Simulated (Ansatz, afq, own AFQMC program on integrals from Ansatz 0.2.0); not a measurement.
Two steps: Ansatz 0.2.0 writes the Fock matrix and Cholesky factors of the valence space, and afq projects on them the lowest state that overlaps trial and start.

```yaml
crystal:
  periodic: [false, false, false]
  atoms:
    - {symbol: Ge, position_ang: [0.000000, 0.000000, 0.264562]}
    - {symbol: C, position_ang: [0.000000, 0.000000, -1.283438]}
    - {symbol: H, position_ang: [0.000000, 0.908852, -1.886409]}
    - {symbol: H, position_ang: [0.000000, -0.908852, -1.886409]}
basis:
  gaussian: {orbitals: cc-pVDZ}
magnetization: {spin_polarized: false, initial_magnetization: 2}
correlation: {method: ccsd_t, electrons: outside_noble_gas, hamiltonian_folder: ham}
```

```sh
$ ansatz run in.yaml --threads 1 --pin off --events-out ev --progress --plain --max-ram 1382MiB
```

Options of the walk:

```
--method phaseless --trial cisd --walkers 60 --populations 1 --least-time 40 --time-step 0.005 --steps-per-block 50 --equilibration-blocks 28 --max-blocks 300 --target-error 0.00038 --factor-cut 1e-05 --start spin_pure --seed 1526 --release-times 0.24,0.51,0.99,1.62,2.4 --release-step 0.03 --release-every 4 --taylor-order 6
```

Times are imaginary, in 1/Eh. The walk had a cap of 1086 s. Filled inner d shells are frozen with the cores.

Output of the walk:

```
orbitals 36  electrons 6 4  factors 298 of 546
reference energy -2114.17116360 Eh
CCSD correlation -0.22014542 Eh in 12 cycles, weight of the determinant in the CISD state 0.8784
energy of the start -2114.391307 Eh
 block  time / (1/Eh)  mean weight  energy / Eh
     1     0.250  1.0002  -2114.388542
     2     0.500  0.9984  -2114.391278
     3     0.750  1.0006  -2114.395599
     4     1.000  1.0000  -2114.396240
     5     1.250  1.0021  -2114.402541
     9     2.250  1.0003  -2114.404922
    33     8.250  1.0013  -2114.397243
    49    12.250  0.9987  -2114.393517
    65    16.250  0.9996  -2114.397542
    97    24.250  1.0009  -2114.394629
   129    32.250  0.9994  -2114.409346
   137    34.250  0.9996  -2114.410819
   161    40.250  1.0007  -2114.394441
   193    48.250  0.9980  -2114.396408
   225    56.250  1.0000  -2114.399676
   257    64.250  1.0001  -2114.394486
   289    72.250  1.0000  -2114.396919
   321    80.250  0.9995  -2114.401123
blocks merged  error / Eh  count
     1  0.000431  300
     2  0.000574  150
     4  0.000594  75
     8  0.000630  37
    16  0.000675  18
    32  0.000578  9
released: time / (1/Eh)  energy / Eh  error  mean overlap
  0.24  -2114.401205  0.000565  0.9870
  0.51  -2114.400640  0.000680  0.9950
  0.99  -2114.401023  0.000876  1.0000
  1.62  -2114.400865  0.000511  0.9989
  2.40  -2114.400530  0.000694  1.0158
energy -2114.400532 +/- 0.000675 Eh
(rows thinned)
```

The run passed its tests (sampling time, drift between the halves within three errors, error under three times the target), which doesn't prove that it has relaxed.

Against this walk (error 18.4 meV) on the same determinant: CCSD(T) 26.7 meV higher (within the noise). The error is statistical and leaves out the bias of the constraint. Released to 2.40 1/Eh the energy moves by 0 ± 26 meV (both errors), within twice the noise.

Cautions: constraint bias not in the error; error above the target (18.4 against 10.3 meV); no relativity below Rb; no spin-orbit coupling; inner d shell frozen; lower spins were not checked; higher spins were not checked; a spin-contaminated unrestricted determinant lies lower (UHF 232 meV lower, ⟨S²⟩ 2.24); the search met a lower determinant of the same kind, perhaps of another symmetry (48 meV lower).

The walk took 6.9 min on 1 thread of Arm Neoverse V1, with other jobs on the host. The log's last line is the phaseless energy.

A walk keeps the symmetry of its determinant, which the program's search chose and which needn't be the lowest solution, so a lower state of the same spin and another symmetry isn't excluded.
